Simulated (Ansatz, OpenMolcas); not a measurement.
# A ladder of methods for CH8Si2 (SMILES [SiH3]C[SiH3])

CH8Si2 has 11 atoms, charge 0, and is taken as a singlet. SMILES: `[SiH3]C[SiH3]`. Geometry: relaxed at PBE0-D4/def2-TZVP.

Quantity: the vertical energy of the triplet above the singlet, in eV. The values are calculated.

| level | kind | program | value (eV) | less CCSD(T)/def2-SVP | CPU time (all runs) |
| --- | --- | --- | --- | --- | --- |
| PBE/def2-SVP | GGA | OpenMolcas | 7.32 | -0.99 | 2.4 min |
| r2SCAN/def2-SVP | meta-GGA | Ansatz | 7.59 | -0.72 | 25 s |
| B3LYP/def2-SVP | global hybrid | OpenMolcas | 7.77 | -0.54 | 1.7 min |
| r2SCAN0/def2-SVP | hybrid meta-GGA | Ansatz | 7.90 | -0.41 | 25 s |
| CAM-B3LYP/def2-SVP | range-separated hybrid | Ansatz | 8.16 | -0.15 | 17 s |
| RPA@PBE0/def2-SVP | RPA | Ansatz | 8.25 | -0.06 | 29 s |
| MP2/def2-SVP | perturbation theory | Ansatz | 8.61 | +0.30 | 14 s |
| CCSD(T)/def2-SVP, open shells restricted | coupled cluster or CI | OpenMolcas | 8.31 | 0.00 | 96 s |

CCSD(T)/def2-SVP, open shells restricted is the highest level here, not the true value. The values span 7.32 to 8.61 eV. A triplet this far above the singlet is often a Rydberg-like or dissociative state; sets without diffuse functions put Rydberg states too high. CPU times are rough (shared hosts, several kinds of processor): they show what a rung costs within a factor of a few.
